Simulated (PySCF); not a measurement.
Gas-phase reaction: 2 AlH(CH₃)₂ + 2 C₄H₈ (cyclic) = 2 Al + 3 C₄H₁₀ (n-butane)

Computed with PySCF and rigid-rotor harmonic-oscillator thermochemistry at 1 bar. S°(298 K) at PBE0/def2-TZVP differs from the NASA 1993 table for C₄H₁₀ (n-butane) (-9 J/mol/K); whether the harmonic model or the table's entry is off was not settled. † marks an energy on the PBE0/def2-TZVP geometry and frequencies; other levels use their own. MP2 freezes the core. 6-31G* has spherical d functions here. Open shells (unrestricted): Al (multiplicity 2, electronic degeneracy 6); the rest are closed-shell singlets. Spin-orbit splitting is ignored; it lowers the true energy and changes the entropy of Al. B3LYP is the form with VWN-RPA correlation. Methyl groups turn as free rotors in AlH(CH₃)₂. AlH(CH₃)₂: computed as isolated molecules; such fragments, hydroxides, amides, oligomers or adducts are transient or little studied in the gas. MP2 isn't extrapolated to the basis-set limit; its ΔH°(298 K) is 192.2 kJ in def2-SVP and 242.3 kJ in def2-TZVPP. The harmonic model lacks anharmonicity and excited electronic states, which grow with temperature; levels with a mode under 35 cm⁻¹ are left out. Internal rotation in C₄H₁₀ (n-butane) is treated as a harmonic vibration of one conformer, which makes the entropy rough.

```csv
level,"ΔE electronic, kJ","ΔH°(298 K), kJ","ΔS°(298 K), J/K","ΔG°(1600 K), kJ"
B3LYP/6-31G*,103,161,81,36
BLYP/def2-TZVP†,147,204,83,77
MP2/def2-SVP†,135,192,83,65
PBE/def2-SVP,165,220,77,103
PBE/def2-TZVP†,171,228,83,101
PBE0/def2-TZVP,165,223,83,96
ωB97X-V/def2-TZVP†,197,255,83,128
```
ΔH° is lowest at B3LYP/6-31G* and highest at ωB97X-V/def2-TZVP†. No reference value is set beside these.
